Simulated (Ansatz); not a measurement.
Total energies of BN2⁻ from Ansatz at r2SCAN-D4/def2-TZVPD, gas phase (1 Eh = 27.2114 eV = 2625.5 kJ/mol). The reference geometry is relaxed at PBE0-D4/def2-TZVPD.

```xyz
3

B     0.104   -0.377    0.810
N     0.537    0.019   -0.559
N    -0.641    0.358   -0.251
```

| state | geometry | energy (Eh) |
| --- | --- | --- |
| charge -1 singlet | reference | -134.23696 |
| charge 0 doublet | reference | -134.17211 |
| charge -1 triplet | relaxed at PBE0-D4/def2-TZVPD | -134.18972 |
| charge -1 quintet | relaxed at PBE0-D4/def2-TZVPD | -134.11861 |

Work out the vertical ionisation energy to the doublet.

E(charge 0 doublet) − E(charge -1 singlet) = -134.17211 − (-134.23696) = 0.06485 Eh = 1.76 eV. For comparison, −ε of the highest occupied level is -0.99 eV at this level, 2.75 eV less.

Which of the charge -1 states is lowest, and how far above it are the others?

The singlet. triplet: -134.18972 − (-134.23696) = 0.04724 Eh = 124.0 kJ/mol; quintet: -134.11861 − (-134.23696) = 0.11835 Eh = 310.7 kJ/mol.

At r2SCAN-D4/def2-TZVPD the highest occupied level of the charge -1 singlet lies above zero (up to 0.99 eV). By energy differences its removal costs 1.76 eV (vertical, to the charge 0 doublet, at r2SCAN-D4/def2-TZVPD); a positive level beside a positive removal energy at the same level points to self-interaction error. At r2SCAN-D4/def2-TZVPD the highest occupied level of the charge -1 triplet lies above zero (up to 1.97 eV). It is a level of α spin, whose loss leaves a doublet; that state wasn't run at this geometry and level. The electron is either unbound and held by the finite basis, or the level is raised by self-interaction error. At r2SCAN-D4/def2-TZVPD the highest occupied level of the charge -1 quintet lies above zero (up to 2.79 eV). It is a level of α spin, whose loss leaves a quartet; that state wasn't run at this geometry and level. The electron is either unbound and held by the finite basis, or the level is raised by self-interaction error. 

The structure comes from a short search, and lower isomers may exist.
